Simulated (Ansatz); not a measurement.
A run for Ansatz (a first-principles code): R-PBE0/def2-TZVPP on HN2 (SMILES N#[NH+]). Charge +1.

Ansatz 0.2 input:
```yaml
crystal:
  periodic: [false, false, false]
  atoms:
    - {symbol: N, position_ang: [-0.00000000, -0.00000000, -0.64838697]}
    - {symbol: N, position_ang: [0.00000000, 0.00000000, 0.43758830]}
    - {symbol: H, position_ang: [0.00000000, 0.00000000, 1.47559072]}
basis:
  gaussian:
    orbitals: def2-TZVPP
hamiltonian:
  xc: {name: PBE0}
total_charge: 1
accuracy: high
relax: {f_tol: 0.0005, max_steps: 60}
scf: {lower_state_search: off}
output: {forces: true}
```

The log:

```
Functional definition: PBE0
[...]
these checks for a lower state are left out or cut short: stability, starts, cluster_reference, orbital_swaps, neighbouring_geometries, increment
integrals: 0.06 GiB planned
1175 factors; integrals over basis functions are off by at most 2.1e-9 eV
mean field: 0.20 GiB planned
mean field evaluation 1: about -2979.7516 eV, gradient 4.6e1 eV
mean field evaluation 2: about -2981.6847 eV, gradient 3.2e1 eV
mean field evaluation 4: about -2983.5485 eV, gradient 2.7e0 eV
mean field evaluation 8: about -2983.5627 eV, gradient 1.1e-2 eV
mean field evaluation 16: about -2983.5627 eV, gradient 1.6e-8 eV
mean field -2983.56268472 eV, -109.6439063320 hartree, gradient 1.2e-8 eV, S^2 0.000000; 0 other end points of the search recorded, 0 dependent functions left out
the calculation of the forces begins
reference -2983.56268614 eV, -109.6439063843 hartree; 7, 7 occupied and 69, 69 virtual orbitals, 1175 factors
relax step   1: F+E_penalty+E_count = -2983.56268472 eV  Δ(F+E_penalty+E_count) = +0.000e0 eV  max|allowed force component| = 2.708e-1 eV/Å  Δτ_max = 0.0000 Å  (15 SCF iters, accepted)
these checks for a lower state are left out or cut short: stability, starts, cluster_reference, orbital_swaps, neighbouring_geometries, increment
integrals: 0.06 GiB planned
1175 factors; integrals over basis functions are off by at most 2.1e-9 eV
mean field: 0.20 GiB planned
mean field -2983.56299743 eV, -109.6439178240 hartree, gradient 3.8e-8 eV, S^2 0.000000; 0 other end points of the search recorded, 0 dependent functions left out
the calculation of the forces begins
reference -2983.56299885 eV, -109.6439178763 hartree; 7, 7 occupied and 69, 69 virtual orbitals, 1175 factors
relax step   2: F+E_penalty+E_count = -2983.56299743 eV  Δ(F+E_penalty+E_count) = -3.127e-4 eV  max|allowed force component| = 8.279e-2 eV/Å  Δτ_max = 0.0019 Å  (16 SCF iters, accepted)
these checks for a lower state are left out or cut short: stability, starts, cluster_reference, orbital_swaps, neighbouring_geometries, increment
integrals: 0.06 GiB planned
1175 factors; integrals over basis functions are off by at most 2.1e-9 eV
mean field: 0.20 GiB planned
mean field evaluation 32: about -2983.5630 eV, gradient 1.9e-8 eV
mean field -2983.56301765 eV, -109.6439185669 hartree, gradient 1.9e-8 eV, S^2 0.000000; 0 other end points of the search recorded, 0 dependent functions left out
the calculation of the forces begins
reference -2983.56301907 eV, -109.6439186192 hartree; 7, 7 occupied and 69, 69 virtual orbitals, 1175 factors
relax step   3: F+E_penalty+E_count = -2983.56301765 eV  Δ(F+E_penalty+E_count) = -2.022e-5 eV  max|allowed force component| = 6.497e-4 eV/Å  Δτ_max = 0.0004 Å  (14 SCF iters, accepted)
these checks for a lower state are left out or cut short: stability, starts, cluster_reference, orbital_swaps, neighbouring_geometries, increment
integrals: 0.06 GiB planned
1175 factors; integrals over basis functions are off by at most 2.1e-9 eV
mean field: 0.20 GiB planned
mean field -2983.56301765 eV, -109.6439185670 hartree, gradient 8.4e-8 eV, S^2 0.000000; 0 other end points of the search recorded, 0 dependent functions left out
the calculation of the forces begins
reference -2983.56301907 eV, -109.6439186193 hartree; 7, 7 occupied and 69, 69 virtual orbitals, 1175 factors
relax step   4: F+E_penalty+E_count = -2983.56301765 eV  Δ(F+E_penalty+E_count) = -2.259e-9 eV  max|allowed force component| = 1.011e-6 eV/Å  Δτ_max = 0.0000 Å  (9 SCF iters, accepted)
Total energy: -2983.56301907 eV, -109.6439186193 hartree
Atom 0 at     0.000000    -0.000000    -0.646475 Å, force     0.000000     0.000000    -0.000001 eV/Å
Atom 1 at    -0.000000     0.000000     0.437818 Å, force    -0.000000     0.000000     0.000000 eV/Å
Atom 2 at     0.000000    -0.000000     1.473449 Å, force     0.000000    -0.000000     0.000001 eV/Å
Dipole moment:     0.000000    -0.000000     0.649405 e Å
Checks for a lower state left out: stability, starts, cluster_reference, orbital_swaps, neighbouring_geometries, increment
```

The calculation finished and met its thresholds.

Cost: roughly 7 core-seconds.
